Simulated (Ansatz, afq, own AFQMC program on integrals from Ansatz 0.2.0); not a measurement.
**HfH, quartet → HfH, doublet**

```xyz
2

Hf    0.0000    0.0000    0.0000
H     0.0000    0.0000    1.8648
```

E(doublet, charge +0) − E(quartet, charge +0) at this geometry, on UHF and ROHF determinants.

Basis def2-TZVPP with its core potentials. Only valence electrons are correlated. Ansatz 0.2.0 and our own AFQMC program on the same integrals; the CISD trial comes from CCSD amplitudes, and released means the phaseless constraint is let go. Uncertainties: one standard error, sampling alone. No spin–orbit coupling. The metal's outer-core s and p shells are frozen, which shifts wave-function levels against functionals. The errors of all members are added in quadrature.

No full CI on the walks' own integrals is used here; CCSDT(Q) serves as the reference and is uncertain by about the last step of the cluster series. Each member takes its own surest rung, up to full CI.

Errors are counted within def2-TZVPP, not against nature.

Cautions: no spin-orbit coupling; outer-core shells of the metal frozen; HfH (quartet): another spin lies lower, the released energies are still falling, so no released level is given (meV from the phaseless value at times in 1/Eh: -2.0 ± 1.2 at 0.60, -2.4 ± 1.2 at 1.20, -8.0 ± 1.2 at 2.00, -10.7 ± 1.3 at 3.00, -9 ± 6 at 4.20), its ph-AFQMC/CISD value lies 15.3 ± 1.9 meV above CCSDT(Q); HfH (doublet): a spin-contaminated unrestricted determinant lies lower (UHF 298 meV lower, ⟨S²⟩ 1.30), the released energies are still falling, so no released level is given (meV from the phaseless value at times in 1/Eh: -15 ± 3 at 0.60, -21 ± 3 at 1.20, -31 ± 3 at 2.00, -33 ± 4 at 3.00, -44 ± 4 at 4.20), though the last usable value meets CCSDT(Q) within the noise, CCSDT(Q) on the UHF determinant differs (34 meV lower), perhaps since the unrestricted series falls towards higher spin, its ph-AFQMC/CISD value lies 51 ± 3 meV above CCSDT(Q).

```json
{"level": "MP2", "vertical spin gap (kJ/mol)": "-50.1"}
{"level": "HF", "vertical spin gap (kJ/mol)": "13.1"}
```

Task: From these cheaper values, estimate the vertical spin gap at the reference level in def2-TZVPP.

Result: -76.8 kJ/mol (CCSDT(Q) in def2-TZVPP).

| level | vertical spin gap (kJ/mol) | error against CCSDT(Q) (kJ/mol) |
| --- | --- | --- |
| CCSD | -68.8 | 8.0 |
| CCSD(T) | -74.6 | 2.2 |
| CCSDT | -76.5 | 0.3 |
| ph-AFQMC/CISD | -73.3 ± 0.3 | 3.5 ± 0.3 |

Correlation beyond CCSD(T) takes off 2.2 kJ/mol. The perturbative (T) step is worth −5.7 kJ/mol.

A walk keeps the symmetry of its determinant, which the program's search chose and which needn't be the lowest solution, so a lower state of the same spin and another symmetry isn't excluded.
